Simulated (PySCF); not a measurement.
sulfur dioxide (O₂S), SMILES O=S=O.

Coordinates come from a B3LYP-D3(BJ)/def2-TZVP optimisation.

Calculation: TDA-M06-2X/def2-TZVPD (PySCF).

Vertical excitations. Isolated molecule, no solvent. State labels are in the subgroup C2v.

```json
[
 {"state": "S1", "symmetry": "B1", "energy (eV)": "4.24", "λ (nm)": "292", "f": "0.009", "main pairs": "HOMO→LUMO 97 %"},
 {"state": "S2", "symmetry": "A2", "energy (eV)": "4.63", "λ (nm)": "268", "f": "0.000", "main pairs": "HOMO−1→LUMO 98 %"},
 {"state": "S3", "symmetry": "B2", "energy (eV)": "6.69", "λ (nm)": "185", "f": "0.072", "main pairs": "HOMO−2→LUMO 79 %"},
 {"state": "S4", "symmetry": "B1", "energy (eV)": "8.55", "λ (nm)": "145", "f": "0.004", "main pairs": "HOMO−4→LUMO 95 %"},
 {"state": "S5", "symmetry": "A1", "energy (eV)": "8.56", "λ (nm)": "145", "f": "0.054", "main pairs": "HOMO→LUMO+2 67 %, HOMO→LUMO+5 26 %"},
 {"state": "S6", "symmetry": "A2", "energy (eV)": "8.66", "λ (nm)": "143", "f": "0.000", "main pairs": "HOMO−5→LUMO 97 %"},
 {"state": "S7", "symmetry": "B2", "energy (eV)": "9.11", "λ (nm)": "136", "f": "0.006", "main pairs": "HOMO→LUMO+3 48 %, HOMO−1→LUMO+2 27 %, HOMO→LUMO+9 9 %, HOMO−1→LUMO+5 8 %"},
 {"state": "S8", "symmetry": "A2", "energy (eV)": "9.21", "λ (nm)": "135", "f": "0.000", "main pairs": "HOMO−2→LUMO+2 63 %, HOMO−2→LUMO+5 28 %"},
 {"state": "S9", "symmetry": "A1", "energy (eV)": "9.29", "λ (nm)": "133", "f": "0.031", "main pairs": "HOMO→LUMO+1 86 %"},
 {"state": "S10", "symmetry": "B1", "energy (eV)": "9.71", "λ (nm)": "128", "f": "0.034", "main pairs": "HOMO→LUMO+4 97 %"},
 {"state": "T1", "symmetry": "B1", "energy (eV)": "3.21", "λ (nm)": "386", "f": "0", "main pairs": "HOMO→LUMO 98 %"},
 {"state": "T2", "symmetry": "B2", "energy (eV)": "4.20", "λ (nm)": "295", "f": "0", "main pairs": "HOMO−2→LUMO 98 %"},
 {"state": "T3", "symmetry": "A2", "energy (eV)": "4.26", "λ (nm)": "291", "f": "0", "main pairs": "HOMO−1→LUMO 98 %"},
 {"state": "T4", "symmetry": "A1", "energy (eV)": "7.52", "λ (nm)": "165", "f": "0", "main pairs": "HOMO−3→LUMO 93 %"}
]
```
Triplets are in the Tamm–Dancoff approximation.
